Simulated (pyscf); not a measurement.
Thermochemistry of product channels of `[O]=[Ge]` [singlet] + `[ClH]` on the singlet surface, in kJ/mol, from CCSD(T)/def2-TZVPP + ΔMP2(QZVPP) energies (ideal gas, 1 atm, RRHO with modes under 100 cm⁻¹ raised to 100, one conformer, R ln 2 for chiral ones without a mode under 150 cm⁻¹). Structures and frequencies: ωB97X-D3(BJ)/def2-SVP in PySCF. Correlated levels are frozen-core, on RHF or UHF. ΔMP2 is the change of the MP2 total energy from the triple- to the quadruple-zeta basis.

```tsv
products	ΔE	ΔH(298 K)	ΔG(298 K)	ΔG(1200 K)
`[OH][Ge][Cl]` [singlet]	-175.9	-165.7	-130.3	___
`[O]=[GeH][Cl]`	-2.1	-0.3	+36.1	+143.5
```

Complete the blanks.


- `[OH][Ge][Cl]` [singlet], ΔG(1200 K): -26.2

These are energies of the channels, which say nothing of barriers. The CCSD(T) − MP2 part came from Ansatz, without density fitting, on the same reference. The frozen core leaves the outer d or s,p core shells of the metals and heavy elements correlated in the MP2 and CC values, and def2-TZVPP describes them poorly, which can shift differences by a few kcal/mol. Elements up to Kr have no core potential and no relativistic terms here.
